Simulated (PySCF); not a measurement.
BHCl2.
SMILES: `ClBCl`

Linear response at CAM-B3LYP/def2-SVPD (PySCF, frozen core in the response, non-relativistic). Isolated species at its PBE0-D3(BJ)/def2-SVP geometry, gas phase.

Static isotropic polarisability: 42.29 au (6.27 Å³), principal values 32.7, 39.6, 54.5 au.

Question: What is the polarisability at 1064 nm and at the sodium D line?

Answer: 42.64 au at 1064 nm (+0.8 %), 43.48 au at 589.3 nm (+2.8 %). The rise at 589.3 nm is 3.36 times that at 1064 nm; a pure ω² law gives 3.26. The lowest singlet lies at 212 nm, shorter than both wavelengths.

Question: What is the isotropic C6 coefficient between two such molecules, C6 = (3/π)∫α(iω)² dω?

Answer: 714.8 au (Eh·bohr⁶) by a ten-point quadrature over imaginary frequencies, which is 427 eV·Å⁶ or 41.2 J·nm⁶/mol.

Question: Which effective excitation energy ω̄ makes London's formula C6 = (3/4)α²ω̄ exact here?

Answer: ω̄ = 4·C6/(3α²) = 0.533 Eh = 14.5 eV. A one-pole form α(ω) = α/(1 − ω²/ω̄²) fitted to the 1064 nm value gives 12.8 eV. London's choice of the ionisation energy (11.95 eV, ΔSCF at the same level) gives C6 = 589 au, 18 % too low.

Question: How many electrons N does the Slater–Kirkwood formula C6 = (3/4)·√N·α^(3/2) need to give this C6?

Answer: N = (4·C6/3)²/α³ = 12.0; the species has 40 electrons in all.

Question: How anisotropic is the static polarisability, by Δα² = ½[(α1 − α2)² + (α2 − α3)² + (α3 − α1)²]?

Answer: Δα = 19.2 au, or 0.46 of the isotropic value.

Question: What molar refraction at the D line follows from R = (4π/3)·N_A·α′, with α′ the polarisability volume?

Answer: α′ = 6.44 Å³ gives R = 16.25 cm³/mol, for isolated, non-vibrating species.

Question: The lowest 6 singlets have (eV, f): 5.85, 0.001; 5.99, 0.000; 7.04, 0.157; 8.30, 0.034; 8.70, 0.067; 8.74, 0.053. What share of the static polarisability do they carry in the sum over states α = Σ f/ω²?

Answer: 3.91 au, 9.2 % of α; the largest term, 2.35 au, is that of the state at 7.04 eV. Their oscillator strengths add up to 0.31. Higher states carry the rest.

Cost: about 5 s of CPU time on one thread; the machine was shared, so the figure is rough. This is the whole response run at CAM-B3LYP/def2-SVPD, SCF included.
